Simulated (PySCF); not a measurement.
Compound: C5H7O (charge +1).
SMILES with atom numbers: `[CH2:1]=[CH:2][CH2:3][CH2:4][C:5]#[O+:6]` (hydrogens: H7, H8 on C1; H9 on C2; H10, H11 on C3; H12, H13 on C4)

Theory: PySCF 2.14.0, density-fitted response routines, TDDFT PBE0/def2-SVPD, vertical, gas phase, core orbitals frozen in the response. The structure is a single PBE0-D3(BJ)/def2-SVP conformer in the gas phase; no vibrational or solvent corrections. Torsions of this conformer, `[CH2:1]=[CH:2][CH2:3][CH2:4][C:5]#[O+:6]`: C1–C2–C3–C4 114°, C2–C3–C4–C5 -179°.

| state | E (eV) | λ (nm) | f | main configurations (H = HOMO, L = LUMO) |
| --- | --- | --- | --- | --- |
| S1 | 3.42 | 362.0 | 0.010 | H→L+1 (62%), H→L (38%) |
| S2 | 3.52 | 351.9 | 0.057 | H→L (61%), H→L+1 (38%) |
| S3 | 5.62 | 220.6 | 0.029 | H-1→L (98%) |
| S4 | 5.75 | 215.7 | 0.0013 | H-1→L+1 (99%) |
| S5 | 6.38 | 194.2 | 0.0034 | H-2→L (85%), H→L+2 (10%) |
| S6 | 6.53 | 189.8 | 0.108 | H→L+2 (82%), H-2→L (9%) |

The lowest singlet comes at 362 nm (330 kJ/mol) in the ultraviolet; it is weak; its leading configuration is HOMO→LUMO+1 (62%). The strongest level in the table is S6 at 6.53 eV (190 nm, f = 0.108). It is the last of those listed, so stronger ones may follow. Löwdin shares by element: HOMO carbon 84% or more (atoms not listed hold the other 16%); LUMO carbon 60% or more, oxygen 32%. The listed states span 3.11 eV, and the widest gap between neighbours is 2.10 eV (S2 to S3). Orbital energies (eV): HOMO-3 -16.51, HOMO-2 -15.36, HOMO-1 -14.30, HOMO -12.04, LUMO -7.75, LUMO+1 -7.65, LUMO+2 -4.72. Of the 6 states listed, 4 reach f = 0.01 and none stays under 0.0005. No computed singlet lies in the visible range (380 to 750 nm); the lowest, at 362 nm, stands 0.16 eV above its violet end (3.26 eV). Only the lowest 6 singlets were computed, as vertical energies without vibronic structure.
